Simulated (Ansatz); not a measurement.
Zinc-blende InSb, treated with Hartree–Fock (Ansatz, a first-principles code, plane waves, PAW).

Total energies, extrapolated to zero smearing (they compare only within this program, potentials and cutoff; free atoms with spin allowed, lowest state found):

```json
[
 {"system": "zinc-blende InSb, relaxed", "energy (eV/atom)": "-5982.0227"},
 {"system": "free In atom", "energy (eV/atom)": "-5538.1887"},
 {"system": "free Sb atom", "energy (eV/atom)": "-6423.1577"}
]
```

### Question
Work out the cohesive energy per atom.

### Answer
E_coh = [1 × (-5538.1887) + 1 × (-6423.1577)]/2 − (-5982.0227) = 1.35 eV/atom. The reference value is 2.81 eV/atom (measured, static lattice: zero-point vibration energy added, our sources range from 2.79 to 2.90; as tabulated in Mejia-Rodriguez and Trickey (2018), arXiv:1807.09216), not set against a level without spin–orbit coupling.

Spin–orbit coupling is left out; its size isn't shown.

The PAW data were made under PBE.
